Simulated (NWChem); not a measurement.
The numbers come from NWChem runs, not from measurements. System: methanethiol (CH4S), charge 0, spin multiplicity 1, at a geometry optimised with PBE/def2-SVP. Level: G0W0@PBE/def2-TZVPD, RI basis def2-tzvpd-rifit.

Output (cleaned and shortened):

```
             Northwest Computational Chemistry Package (NWChem) 7.3.0
             --------------------------------------------------------

                                NWChem Input Module
                                -------------------

 Scaling coordinates for geometry "geometry" by  1.889725989
 (inverse scale =  0.529177249)

 Turning off AUTOSYM since
 SYMMETRY directive was detected!

                             Geometry "geometry" -> ""
                             -------------------------

 Output coordinates in angstroms (scale by  1.889725989 to convert to a.u.)

  No.       Tag          Charge          X              Y              Z
 ---- ---------------- ---------- -------------- -------------- --------------
    1 C                    6.0000     1.05462500     0.47943500     0.00000000
    2 S                   16.0000    -0.57653200    -0.34550600     0.00000000
    3 H                    1.0000     1.20864400     1.09632300     0.90673400
    4 H                    1.0000     1.80772900    -0.33177700     0.00000000
    5 H                    1.0000     1.20864400     1.09632300    -0.90673400
    6 H                    1.0000    -1.32824500     0.79061700     0.00000000

 Effective nuclear repulsion energy (a.u.)      55.7757981207

            Nuclear Dipole moment (a.u.)
            ----------------------------
        X                 Y               Z
 ---------------- ---------------- ----------------
     0.0000188973     0.0000000000     0.0000000000

      Symmetry information
      --------------------

 Group name             Cs
 Group number              2
 Group order               2
 No. of unique centers     5

      Symmetry unique atoms

     1    2    3    4    6


 Summary of "ao basis" -> "" (spherical)
 ------------------------------------------------------------------------------
       Tag                 Description            Shells   Functions and Types
 ---------------- ------------------------------  ------  ---------------------
 *                         def2-tzvpd                 on all atoms

 new library libraries.bse/

 Summary of "ri basis" -> "" (spherical)
 ------------------------------------------------------------------------------
       Tag                 Description            Shells   Functions and Types
 ---------------- ------------------------------  ------  ---------------------
 *                      def2-tzvpd-rifit              on all atoms

  pbe96 is a nonlocal functional; adding pw91lda local functional.

                                 NWChem DFT Module
                                 -----------------

 Summary of "ao basis" -> "ao basis" (spherical)
 ------------------------------------------------------------------------------
       Tag                 Description            Shells   Functions and Types
 ---------------- ------------------------------  ------  ---------------------
 C                         def2-tzvpd               13       37   6s3p3d1f
 S                         def2-tzvpd               16       46   6s6p3d1f
 H                         def2-tzvpd                5        9   3s2p

 Summary of "ao basis" -> "ao basis" (spherical)
 ------------------------------------------------------------------------------
       Tag                 Description            Shells   Functions and Types
 ---------------- ------------------------------  ------  ---------------------
 C                         def2-tzvpd               13       37   6s3p3d1f
 S                         def2-tzvpd               16       46   6s6p3d1f
 H                         def2-tzvpd                5        9   3s2p

      Symmetry analysis of basis
      --------------------------

        a'         79
        a"         40

            General Information
            -------------------
          SCF calculation type: DFT
          Wavefunction type:  closed shell.
          No. of atoms     :     6
          No. of electrons :    26
           Alpha electrons :    13
            Beta electrons :    13
          Charge           :     0
          Spin multiplicity:     1
          Use of symmetry is: on ; symmetry adaption is: on
          Maximum number of iterations: 100
[...]
  ----- ------------  ---------------      ----- ------------  ---------------
    53     -0.290008  2 S  px                 7      0.277417  1 C  px
    94      0.213182  4 H  s                 10      0.210331  1 C  px
     5      0.167210  1 C  s                 93      0.142035  4 H  s
    13      0.140652  1 C  px               112      0.136833  6 H  s
    50     -0.135257  2 S  px                44      0.116176  2 S  px

 Vector   12  Occ=2.000000D+00  E=-2.996682D-01  Symmetry=a'
              MO Center= -3.0D-01, -2.2D-01,  2.9D-15, r^2= 2.3D+00
   Bfn.  Coefficient  Atom+Function         Bfn.  Coefficient  Atom+Function
  ----- ------------  ---------------      ----- ------------  ---------------
    54      0.378460  2 S  py                41     -0.248170  2 S  s
    42     -0.248982  2 S  s                 57      0.195023  2 S  py
    51      0.176928  2 S  py                 8     -0.169933  1 C  py
    40      0.165542  2 S  s                112      0.161440  6 H  s
    45     -0.150148  2 S  py                11     -0.126613  1 C  py

 Vector   13  Occ=2.000000D+00  E=-2.061764D-01  Symmetry=a"
              MO Center= -4.6D-01, -2.1D-01, -3.5D-15, r^2= 1.9D+00
   Bfn.  Coefficient  Atom+Function         Bfn.  Coefficient  Atom+Function
  ----- ------------  ---------------      ----- ------------  ---------------
    55      0.519631  2 S  pz                58      0.341239  2 S  pz
    52      0.231470  2 S  pz                46     -0.194512  2 S  pz
    85     -0.092853  3 H  s                103      0.092853  5 H  s
     9     -0.085339  1 C  pz                49     -0.085352  2 S  pz
    15     -0.072026  1 C  pz                84     -0.056594  3 H  s

 Vector   14  Occ=0.000000D+00  E=-3.109475D-02  Symmetry=a'
              MO Center=  1.1D-01,  3.8D-01, -5.5D-16, r^2= 6.1D+00
   Bfn.  Coefficient  Atom+Function         Bfn.  Coefficient  Atom+Function
  ----- ------------  ---------------      ----- ------------  ---------------
     5      1.732719  1 C  s                 95     -1.147787  4 H  s
     6      0.874386  1 C  s                 86     -0.568293  3 H  s
   104     -0.568293  5 H  s                  4     -0.470077  1 C  s
    43      0.414451  2 S  s                 13      0.392454  1 C  px
   113     -0.321897  6 H  s                 53      0.285758  2 S  px

 Vector   15  Occ=0.000000D+00  E=-9.000686D-03  Symmetry=a'
              MO Center= -1.2D+00,  1.5D-01, -3.4D-14, r^2= 7.4D+00
   Bfn.  Coefficient  Atom+Function         Bfn.  Coefficient  Atom+Function
  ----- ------------  ---------------      ----- ------------  ---------------
     5      2.074090  1 C  s                 95     -0.814701  4 H  s
    59     -0.637209  2 S  px                86     -0.631064  3 H  s
   104     -0.631064  5 H  s                 43      0.604308  2 S  s
   113     -0.568668  6 H  s                 41     -0.348690  2 S  s
    56     -0.349905  2 S  px                 6      0.303072  1 C  s

 Vector   16  Occ=0.000000D+00  E= 2.027001D-02  Symmetry=a'
              MO Center=  5.6D-01, -5.9D-01,  1.3D-12, r^2= 8.9D+00
   Bfn.  Coefficient  Atom+Function         Bfn.  Coefficient  Atom+Function
  ----- ------------  ---------------      ----- ------------  ---------------
     5      3.047641  1 C  s                 95     -2.396673  4 H  s
     6      2.145354  1 C  s                 86     -0.998891  3 H  s
   104     -0.998891  5 H  s                 13      0.669253  1 C  px
    60     -0.614724  2 S  py               100     -0.445701  4 H  py
    99      0.442378  4 H  px                43     -0.357245  2 S  s

 center of mass
 --------------
 x =  -0.11250884 y =  -0.10318314 z =   0.00000000

 moments of inertia (a.u.)
 ------------------
          40.183710453400         -47.452951956778           0.000000000000
         -47.452951956778         119.548582346132           0.000000000000
           0.000000000000           0.000000000000         147.896357244345

     Multipole analysis of the density
     ---------------------------------

     L   x y z        total         alpha         beta         nuclear
     -   - - -        -----         -----         ----         -------
     0   0 0 0      0.000000    -13.000000    -13.000000     26.000000

     1   1 0 0      0.362736      0.181359      0.181359      0.000019
     1   0 1 0      0.471580      0.235790      0.235790      0.000000
     1   0 0 1     -0.000000     -0.000000     -0.000000      0.000000

     2   2 0 0    -14.384266    -42.805267    -42.805267     71.226268
     2   1 1 0     -0.830424    -13.308721    -13.308721     25.787018
     2   1 0 1      0.000000      0.000000      0.000000      0.000000
     2   0 2 0    -15.278621    -19.116956    -19.116956     22.955292
     2   0 1 1     -0.000000     -0.000000     -0.000000      0.000000
     2   0 0 2    -16.978953    -11.425486    -11.425486      5.872019

 Task  times  cpu:        6.8s     wall:        6.8s

                                NWChem Input Module
                                -------------------

                                 NWChem GW Module
                                 ----------------

                             ***********************
                             ***        GW       ***
                             ***********************

 Summary of "ri basis" -> "ri basis" (spherical)
 ------------------------------------------------------------------------------
       Tag                 Description            Shells   Functions and Types
 ---------------- ------------------------------  ------  ---------------------
 C                      def2-tzvpd-rifit            26       92   9s7p5d4f1g
 S                      def2-tzvpd-rifit            33      129   10s8p7d6f2g
 H                      def2-tzvpd-rifit            10       24   5s3p2d

                 Memory Information
                 ------------------
          Available GA per process is          1699.9 MBs
          Available stack per process is        700.0 MBs
          Available heap per process is           0.0 MBs

          Peak memory in Initialization
              Peak GA per process is                  5.2 MBs
              Peak stack per process is               0.2 MBs
              Peak heap per process is                5.5 MBs
              Memory not in MA per process            0.0 MBs

          Peak memory in AFF Calculation
              Peak GA per process is                 22.1 MBs
              Peak stack per process is              14.5 MBs
              Peak heap per process is                0.0 MBs
              Memory not in MA per process           14.5 MBs

          Computing 2-center integrals
          Computing Inverse Cholesky factor
          Computing 3-center integrals
          Computing V_xc ...

          Computing Sigma_x
          Computing RPA polarizability
          Solving quasiparticle equations

                  Alpha Orbitals
          State     Energy (eV)     Error (eV)
          -----------------------------------
@GW        10        -14.110           0.003
@GW        11        -13.020           0.002
@GW        12        -11.470           0.002
@GW        13         -8.804           0.002
@GW        14          1.639           0.002
@GW        15          1.871           0.004

   Applying  -3.1933 eV scissor-shift to rest of particle states

   Applying   2.4850 eV scissor-shift to rest of hole states

     GW Timing Statistics
   ------------------------
   Init.   :          0.0s
     ERIs  :          0.5s
     Distr.:          0.0s
     Vxc   :          0.1s
   Sigma_x :          0.0s
   RPA     :          0.3s
   Wmn     :          0.0s
   Sigma_c :          0.0s
   GW total:          1.0s

 Task  times  cpu:        1.0s     wall:        1.0s

 Total times  cpu:        7.8s     wall:        7.8s
```

Task: Write an NWChem input that would produce this output.

Result: Several could match; the one computed here: 
```
start mol
memory heap 200 mb stack 700 mb global 1700 mb
geometry units angstroms nocenter noautoz
  C      1.054625     0.479435     0.000000
  S     -0.576532    -0.345506     0.000000
  H      1.208644     1.096323     0.906734
  H      1.807729    -0.331777     0.000000
  H      1.208644     1.096323    -0.906734
  H     -1.328245     0.790617     0.000000
  symmetry group Cs
end
basis spherical
  * library def2-tzvpd
end
basis "ri basis" bse spherical
  * library def2-tzvpd-rifit
end
dft
  xc xpbe96 cpbe96
  iterations 100
  direct
  tolerances tight
end
task dft energy
gw
  states alpha occ 4 vir 2
end
task dft gw
```
